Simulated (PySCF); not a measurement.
## What each rung costs, and what it gives

Saddle point of CH5BO, singlet (CH₅BO ([CH3][BH][OH]) → CH₃B ([BH][CH2]) + H₂O (still joined by a long B–O bond); bonds formed: O2–H4; bonds broken: C3–H4; bonds weakened to dative contacts: B1–O2), PBE0-D4/def2-TZVP structure:

| atom | x (Å) | y (Å) | z (Å) |
| --- | --- | --- | --- |
| B1 | -0.6783 | -0.1474 | -0.2722 |
| O2 | 0.3159 | -1.3595 | -0.2473 |
| C3 | 0.0847 | 0.9798 | 0.2099 |
| H4 | 0.8260 | -0.3013 | -0.3421 |
| H5 | -1.6717 | -0.3262 | -0.8980 |
| H6 | 0.4231 | -1.7594 | 0.6248 |
| H7 | -0.1657 | 2.0046 | -0.0436 |
| H8 | 0.8661 | 0.9095 | 0.9685 |

Barriers are electronic and count from the start structure reached by relaxing down the imaginary mode.

PySCF 2.14 with density fitting (its default auxiliary sets; JK sets also for MP2 and CCSD(T)); basis: as named in each row; cores frozen in the correlated methods. B3LYP uses VWN-RPA correlation. Extrapolation: Hartree–Fock as exp(−7.88 √X), correlation as X^−2.97.

Times are rough, for one single point on 4 threads of a shared host (Arm Neoverse V2).

The estimate by CCSD(T) at an estimated basis limit (MP2 extrapolated from triple and quadruple zeta, plus CCSD(T) − MP2 in triple zeta) is 3.538 eV.

```json
{"method": "HF", "basis": "STO-3G", "time (s)": "under 1", "barrier (eV)": "5.666", "method less estimate": "2.128"}
{"method": "B3LYP-D4", "basis": "6-31G", "time (s)": "2", "barrier (eV)": "3.720", "method less estimate": "0.182"}
{"method": "PBE0-D4", "basis": "def2-SVP", "time (s)": "3", "barrier (eV)": "3.513", "method less estimate": "-0.025"}
{"method": "MP2", "basis": "def2-QZVPP", "time (s)": "3", "barrier (eV)": "3.494", "method less estimate": "-0.044"}
{"method": "PBE-D4", "basis": "def2-SVP", "time (s)": "3", "barrier (eV)": "3.284", "method less estimate": "-0.254"}
{"method": "SPW92", "basis": "def2-TZVPP", "time (s)": "5", "barrier (eV)": "3.037", "method less estimate": "-0.501"}
{"method": "CCSD(T)", "basis": "def2-SVP", "time (s)": "6", "barrier (eV)": "3.722", "method less estimate": "0.184"}
{"method": "PBE0-D4", "basis": "def2-TZVPP", "time (s)": "6", "barrier (eV)": "3.446", "method less estimate": "-0.092"}
{"method": "B3LYP-D4", "basis": "def2-TZVPP", "time (s)": "6", "barrier (eV)": "3.535", "method less estimate": "-0.003"}
{"method": "BHLYP-D4", "basis": "def2-TZVPP", "time (s)": "6", "barrier (eV)": "3.788", "method less estimate": "0.250"}
{"method": "PBE-D4", "basis": "def2-TZVPP", "time (s)": "7", "barrier (eV)": "3.234", "method less estimate": "-0.305"}
{"method": "r2SCAN-D4", "basis": "def2-TZVPP", "time (s)": "16", "barrier (eV)": "3.418", "method less estimate": "-0.121"}
{"method": "wB97M-V", "basis": "def2-TZVPP", "time (s)": "100", "barrier (eV)": "3.504", "method less estimate": "-0.035"}
{"method": "CCSD(T)", "basis": "def2-TZVPP", "time (s)": "130", "barrier (eV)": "3.563", "method less estimate": "0.025"}
```

All methods are single points on the PBE0-D4 structures.

T1 diagnostic: at most 0.014.

Labels in which every atom is bracketed show which atoms are joined, not bond orders.
